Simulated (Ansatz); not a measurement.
The input, for Ansatz 0.2.0:

```yaml
crystal:
  periodic: [false, false, false]
  atoms:
    - {symbol: B, position_ang: [0.000000, -0.380732, 2.150191]}
    - {symbol: B, position_ang: [0.000000, 0.405618, 0.780388]}
    - {symbol: Si, position_ang: [0.000000, -0.067455, -1.159082]}
    - {symbol: H, position_ang: [0.000000, 1.612658, 0.864045]}
basis:
  gaussian: {orbitals: "6-31G*"}
magnetization: {spin_polarized: true, initial_magnetization: 11}
correlation: {method: bccd_t, electrons: outside_noble_gas, diis_vectors: 1}
```

```sh
$ ansatz run in.yaml --threads 1 --pin off --events-out ev --progress --plain --max-ram 2393MiB
```

What does the program do with this input?

Converged. The settings were drawn as a stress test.
```
479 factors; integrals over basis functions are off by at most 9.8e-4 eV
mean field evaluation 1: about -9190.5510 eV, gradient 1.3e1 eV
mean field evaluation 2: about -9190.7520 eV, gradient 1.3e1 eV
mean field evaluation 4: about -9192.3091 eV, gradient 9.8e-1 eV
mean field evaluation 8: about -9192.3336 eV, gradient 1.1e-3 eV
mean field evaluation 16: about -9192.0656 eV, gradient 9.4e-1 eV
mean field evaluation 32: about -9190.3320 eV, gradient 3.2e-2 eV
a density is far from that of the atoms, so the factors are made again for it
518 factors; integrals over basis functions are off by at most 8.3e-4 eV
mean field evaluation 64: about -9190.7522 eV, gradient 1.3e1 eV
mean field evaluation 96: about -9190.3323 eV, gradient 1.0e-2 eV
mean field -9192.33376533 eV, -337.8120350884 hartree, gradient 6.3e-6 eV, S^2 35.750019; 2 other end points of the search recorded, 0 dependent functions left out
determinant -9192.33376533 eV, -337.8120350884 hartree, with singles and doubles -9194.17931899 eV, -337.8798579342 hartree
determinant -9190.33234161 eV, -337.7384841231 hartree, with singles and doubles -9192.23460350 eV, -337.8083909583 hartree
7 core orbitals not correlated: weight in the atoms' cores, before any rotation towards them, 1.000 or more for the frozen orbitals, at most 0.000 for the correlated occupied ones
reference -9192.33376533 eV, -337.8120350884 hartree; 11, 0 occupied and 33, 44 virtual orbitals, 518 factors
second order -1.43149807 eV of doubles, -0.00000000 eV of singles
cycle   1  -1.84535199 eV  change    2.0e-4 eV  update   2.6e-3
cycle   2  -1.84483605 eV  change    5.2e-4 eV  update   7.5e-4
cycle   3  -1.84486811 eV  change   -3.2e-5 eV  update   3.7e-4
cycle   4  -1.84491656 eV  change   -4.8e-5 eV  update   2.3e-4
cycle   5  -1.84493849 eV  change   -2.2e-5 eV  update   1.4e-4
cycle   6  -1.84493286 eV  change    5.6e-6 eV  update   5.1e-5
cycle   7  -1.84492961 eV  change    3.2e-6 eV  update   2.2e-5
cycle   8  -1.84492892 eV  change    6.9e-7 eV  update   1.1e-5
perturbative correction -0.02138327 eV, -0.0007858208 hartree
Total energy: -9194.20007752 eV, -337.8806207963 hartree
```
